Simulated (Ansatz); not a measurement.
# SiNH (singlet): from Hartree-Fock to the top rungs at distance Si1–N2 = 1.872 Å, 6-31G

Aim: climb from Hartree-Fock through coupled cluster and multireference methods for SiNH (singlet) at one geometry and basis, and see what each rung misses.

Program: Ansatz 0.2.0, Gaussian basis. Level of theory: 6-31G, core rule «outside noble gas», up to 6 orbitals frozen. These are calculated values, not measurements.

The runs, in order: UHF; CCSD(T) on RHF; CCSD(T) on UHF; BCCD(T) on RHF; CISD; CCSDT(Q) on RHF; CCSDT(Q) on UHF; CISDTQ; CCSDTQ on RHF; CASSCF and MRCISD+Q, 2 electrons in 2 orbitals; CASSCF and NEVPT2, 2 electrons in 2 orbitals; CASSCF and MRCISD+Q, 10 electrons in 9 orbitals; CASSCF and NEVPT2, 10 electrons in 9 orbitals; Full CI.

19 further runs of the same task are left out: 18 that didn't finish, 1 set aside as unsound or not needed.

## 1. What is computed

The geometry derives from a PBE0/def2-TZVP stationary point (not a proven minimum). One bond is set to the value named and the two fragments are kept rigid.

3 atoms, charge 0, spin multiplicity 1.

Atoms are counted from 1 here; the program's logs count them from 0.

Bond lengths: Si1–N2 1.872 Å, N2–H3 1.000 Å. Angles: Si1–N2–H3 180.0°.

## 2. UHF

File in.yaml:

```yaml
crystal:
  periodic: [false, false, false]
  atoms:
    - {symbol: Si, position_ang: [0.000000, 0.000000, 1.581205]}
    - {symbol: N, position_ang: [0.000000, 0.000000, -0.290795]}
    - {symbol: H, position_ang: [0.000000, 0.000000, -1.290411]}
basis:
  gaussian: {orbitals: 6-31G}
magnetization: {spin_polarized: true, initial_magnetization: 0}
hamiltonian: {xc: hf}
output: {orbitals: {seedname: orbitals}}
```

Launch:

```sh
$ ansatz run in.yaml --threads 1 --pin off --events-out ev --progress --plain --max-ram 2393MiB
```

Further steps of the session: CCSD(T) on RHF; CCSD(T) on UHF; BCCD(T) on RHF; CISD; CCSDT(Q) on RHF; CCSDT(Q) on UHF; CISDTQ; CCSDTQ on RHF; CASSCF and MRCISD+Q, 2 electrons in 2 orbitals; CASSCF and NEVPT2, 2 electrons in 2 orbitals; CASSCF and MRCISD+Q, 10 electrons in 9 orbitals; CASSCF and NEVPT2, 10 electrons in 9 orbitals; Full CI.

Q: Predict the results of all the runs planned. Wanted: FCI below the RHF energy; RMP2 from FCI; UMP2 from FCI; RCCSD from FCI; RCCSD(T) from FCI; UCCSD(T) from FCI; RCCSDT(Q) from FCI; UCCSDT(Q) from FCI; NEVPT2 pair from FCI.

As calculated:

```
                         quantity                       value
         FCI below the RHF energy                  -6.1217 eV
                    RMP2 from FCI                  +246.9 meV
                    UMP2 from FCI                 +1792.2 meV
                   RCCSD from FCI                  +481.9 meV
                RCCSD(T) from FCI                   +47.7 meV
                UCCSD(T) from FCI                  +246.4 meV
               RCCSDT(Q) from FCI                    -9.5 meV
               UCCSDT(Q) from FCI                   -55.2 meV
             NEVPT2 pair from FCI                 +1003.7 meV
           MRCISD+Q pair from FCI                  +405.0 meV
          NEVPT2 valence from FCI                  +449.5 meV
levels within 1 kcal/mol (43 meV)  UCCSDT, RCCSDT(Q), RCCSDTQ
                    T1 diagnostic                       0.045
   effectively unpaired electrons                        0.31
```

**Reading.** RCCSD(T) misses by +47.7 meV, 0.8 % of the correlation energy. CCSD(T) misses by +47.7 meV on the restricted determinant and by +246.4 meV on the unrestricted one; the two need not hold the same state or core. RCCSDT(Q), UCCSDT(Q) fall below full CI: unrestricted runs freeze a spin-polarised core, another one than full CI's, and coupled cluster isn't variational. The occupations show some static correlation. Of the multireference levels listed MRCISD+Q valence comes nearest in total energy (+87.3 meV), which doesn't show that its space is the better one. These misses are within one basis, not against nature.
